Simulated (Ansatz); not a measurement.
Reaction (substitution at a C–O bond): `C#CCOC` + `OCF` → `C#CCOCF` + CH₃OH

Gas-phase electronic energies from Ansatz, PBE0-D4/def2-TZVP geometries. CCSD(T)/CBS adds triple-zeta CCSD(T) − MP2 to the extrapolated MP2 energy (def2 sets, frozen cores). This one scheme is used for every species. DFT in def2-TZVPP. B3LYP here is the variant with VWN-RPA as its local correlation; programs differ in this. One conformer a species, not always the lowest.

| level | ΔE (kcal/mol) | difference from CCSD(T)/CBS |
| --- | --- | --- |
| PBE-D4 | 1.6 | 0.5 |
| r2SCAN-D4 | 1.4 | 0.3 |
| B3LYP-D4 | 1.4 | 0.3 |
| ωB97X-V | 1.3 | 0.2 |
| ωB97M-V | 1.3 | 0.2 |
| B2PLYP | 1.4 | 0.3 |
| PBE | 1.6 | 0.5 |
| r2SCAN | 1.4 | 0.3 |
| PBE0 | 1.6 | 0.5 |
| B3LYP | 1.4 | 0.3 |
| MP2/def2-TZVPP | 1.5 | 0.4 |
| SCS-MP2/def2-TZVPP | 1.3 | 0.2 |
| CCSD/def2-TZVPP | 1.3 | 0.2 |
| CCSD(T)/def2-TZVPP | 1.3 | 0.2 |
| HF/def2-QZVPP | 1.3 | 0.2 |
| MP2/def2-QZVPP | 1.3 | 0.2 |
| CCSD(T)/CBS | 1.1 | 0 |

Largest T1 diagnostic among the species: 0.012.

CCSD(T)/CBS has its own doubt, a few kJ/mol and more with outer-core shells, so smaller differences from it don't rank the levels.
